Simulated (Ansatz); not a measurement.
# RPA@PBE/STO-3G run of SiHF2 (SMILES F[SiH]F)

What is the energy change on altering one bond length of SiHF2 at RPA@PBE/STO-3G? 

The results are computed with Ansatz 0.2.0.

66 further runs of the same task are left out: 9 that didn't finish, 57 set aside as unsound or not needed.

## Step 1: Starting point

SiHF2 has 4 atoms, charge 0, and is taken as a doublet. SMILES: `F[SiH]F`. The coordinates come from a GFN2-xTB relaxation.

Bond lengths: F1–Si2 1.606 Å, Si2–F3 1.606 Å, Si2–H4 1.439 Å. Angles: F1–Si2–F3 100.4°, F1–Si2–H4 108.7°, F3–Si2–H4 108.6°.

## Step 2: The energy at RPA@PBE/STO-3G

Contents of molecule.yaml:

```yaml
crystal:
  periodic: [false, false, false]
  atoms:
    - symbol: F
      position_ang: [1.226950, 0.652980, -0.410280]
    - symbol: Si
      position_ang: [-0.028060, -0.342890, -0.301090]
    - symbol: F
      position_ang: [-1.234200, 0.716240, -0.252780]
    - symbol: H
      position_ang: [0.035310, -1.026330, 0.964150]
basis:
  gaussian:
    orbitals: STO-3G
magnetization:
  spin_polarized: true
  initial_magnetization: 1
hamiltonian:
  xc: {name: PBE}
correlation:
  method: rpa
  frozen_orbitals: {F: 1, H: 0, Si: 5}
accuracy: high
```

On the command line:

```sh
$ ansatz run molecule.yaml --threads 1 --pin off --max-ram 2610MiB --events-out events.jsonl --progress --plain --runs-dir runs
```

The program printed:

```text
Warning: RAYON_NUM_THREADS=1 ignored (pool sized by the plan → 1); use --threads N
Functional definition: PBE
  name "PBE"
  parameter kappa = 0.804
  parameter beta = 0.06672455060314922
  exchange = pbe_x(kappa = kappa, mu = beta*pi^2/3)
  correlation = pbe_c(beta = beta)
361 factors; integrals over basis functions are off by at most 3.0e-8 eV
mean field evaluation 1: about -13145.4597 eV, gradient 1.3e1 eV
mean field evaluation 2: about -13145.4403 eV, gradient 1.3e1 eV
mean field evaluation 4: about -13146.6083 eV, gradient 2.3e0 eV
mean field evaluation 8: about -13146.6590 eV, gradient 2.7e-2 eV
mean field evaluation 16: about -13146.6590 eV, gradient 1.3e-7 eV
mean field -13146.65903159 eV, -483.1308082855 hartree, gradient 1.2e-8 eV, S^2 0.750541; 0 other end points of the search recorded, 0 dependent functions left out
7 core orbitals not correlated: weight in the atoms' cores, before any rotation towards them, 0.999 or more for the frozen orbitals, at most 0.000 for the correlated occupied ones
reference -13121.09689947 eV, -482.1914172564 hartree; 10, 9 occupied and 3, 4 virtual orbitals, 361 factors
Total energy: -13125.93480969 eV, -482.3692071780 hartree
```

Wall time 1.1 s (1 thread of Intel Xeon 6975P-C (Granite Rapids), shared host); peak memory 0.14 GiB.

## Step 3: The distorted shape at the same level

Contents of input.yaml:

```yaml
crystal:
  periodic: [false, false, false]
  atoms:
    - symbol: F
      position_ang: [1.540700, 0.901946, -0.437577]
    - symbol: Si
      position_ang: [-0.028060, -0.342890, -0.301090]
    - symbol: F
      position_ang: [-1.234200, 0.716240, -0.252780]
    - symbol: H
      position_ang: [0.035310, -1.026330, 0.964150]
basis:
  gaussian:
    orbitals: STO-3G
magnetization:
  spin_polarized: true
  initial_magnetization: 1
hamiltonian:
  xc: {name: PBE}
correlation:
  method: rpa
  frozen_orbitals: {F: 1, H: 0, Si: 5}
accuracy: high
```

On the command line:

```sh
$ ansatz run input.yaml --threads 1 --pin off --max-ram 2610MiB --events-out events.jsonl --progress --plain --runs-dir runs
```

The program printed, cut to the lines that bear on the results:

```text
Warning: RAYON_NUM_THREADS=1 ignored (pool sized by the plan → 1); use --threads N
Functional definition: PBE
  name "PBE"
[...]
353 factors; integrals over basis functions are off by at most 3.2e-8 eV
[...]
mean field -13145.71158338 eV, -483.0959902060 hartree, gradient 6.4e-8 eV, S^2 0.752290; 3 other end points of the search recorded, 0 dependent functions left out
7 core orbitals not correlated: weight in the atoms' cores, before any rotation towards them, 1.000 or more for the frozen orbitals, at most 0.000 for the correlated occupied ones
reference -13119.05275968 eV, -482.1162965049 hartree; 10, 9 occupied and 3, 4 virtual orbitals, 353 factors
Total energy: -13125.04380348 eV, -482.3364633035 hartree
```

Wall time 1.5 s (1 thread of Intel Xeon 6975P-C (Granite Rapids), shared host); peak memory 0.14 GiB.

## Step 4: Results

At RPA@PBE/STO-3G, 7 core orbitals frozen:

| quantity | value |
| --- | --- |
| first shape: total energy | -482.36921 Eh |
| first shape: RPA correlation energy (valence) | -177.8 mEh |
| first shape: ⟨S²⟩ of the reference determinant | 0.751 |
| distorted shape: total energy | -482.33646 Eh |
| distorted shape: RPA correlation energy (valence) | -220.2 mEh |
| distorted shape: ⟨S²⟩ of the reference determinant | 0.752 |
| energy change with the F1–Si2 bond stretched from 1.606 to 2.007 Å | 0.891 eV |

In words: With the F1–Si2 bond stretched from 1.606 to 2.007 Å the energy rises by 0.89 eV (20.5 kcal/mol). The first shape isn't relaxed at this level, so the change isn't measured from a minimum. The minimal basis adds a large error of its own.
